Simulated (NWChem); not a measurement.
System: silicon monoxide (SiO, singlet); SMILES O=[Si]

Program: NWChem. Pople sets run with spherical d functions. Low-valent species are run as closed-shell singlets; no triplet was tried in these runs. All runs use the structure optimised with PBE0-D3(BJ)/def2-TZVP. Level: M06-2X/6-31G* with SMD (1 M gas to 1 M solution), gas-phase geometry. Reactions with the solvent are ignored.

```csv
solvent,dielectric constant,solvation free energy (kcal/mol),cavity-dispersion-structure term (kcal/mol),dipole in solution (D)
water,78.4,-6.9,0.0,3.80
anisole,4.22,-4.2,-1.3,3.24
ethanol,24.9,-6.4,0.0,3.72
n-hexane,1.88,-3.0,-1.4,3.08
```
